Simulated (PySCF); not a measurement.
Gas-phase reaction: 2 Al2O + O2 ⇌ 2 Al2O2

Energies from PySCF, thermal terms from the rigid-rotor harmonic-oscillator model, ideal gas at 1 bar. 'Table' is the NASA 1993 thermochemical table (part measured, part estimated). After a fit of one offset per element over all species, the range-separated, M06-2X, PBE0/def2-QZVP and CCSD(T)/def2-TZVPP enthalpies, where run, lie to one side of the table for Al2O (-34 kJ/mol), Al2O2 (+36 kJ/mol): a fault of the table's entry, another state or a shared error of the levels is possible; this was not checked at source. S°(298 K) at PBE0/def2-TZVP differs from the NASA 1993 table for Al2O (+6 J/mol/K), Al2O2 (-11 J/mol/K); whether the harmonic model or the table's entry is off was not settled. † marks an energy on the PBE0/def2-TZVP geometry and frequencies; other levels use their own. CCSD(T) freezes the core. 6-31G* has spherical d functions here. Open shells (unrestricted): O2 (multiplicity 3); the rest are closed-shell singlets. B3LYP is the form with VWN-RPA correlation. CCSD(T) isn't extrapolated to the basis-set limit; its ΔH°(298 K) is -354.3 kJ in def2-SVP and -443.4 kJ in def2-TZVPP. The harmonic model lacks anharmonicity and excited electronic states, which grow with temperature; levels with a mode under 35 cm⁻¹ are left out. Strong static correlation: Al2O2. Soft modes under 120 cm⁻¹ make the harmonic entropy rough for Al2O. The table's entry may be an old estimate for Al2O, Al2O2 (not checked at source). Warning, large T1 diagnostic: Al2O2 (CCSD(T)/def2-TZVPP†).

log10 K (1 bar standard state):

```tsv
T (K)	table	B3LYP/def2-TZVP†	BLYP/def2-TZVP†	CCSD(T)/def2-TZVPP†	HF/6-31G*	HF/def2-TZVP†
500	44.4	28.9	32.4	36.8	-6.8	-4.1
1000	18.5	9.7	11.4	13.6	-8.1	-6.9
1400	11.1	4.2	5.4	7.0	-8.5	-7.6
1600	8.8	2.5	3.5	4.9	-8.6	-7.9
2500	3.1	-1.8	-1.1	-0.2	-8.8	-8.4
```
Ten kJ in ΔG° is worth 1.04 decades in K at 500 K and 0.21 at 2500 K.
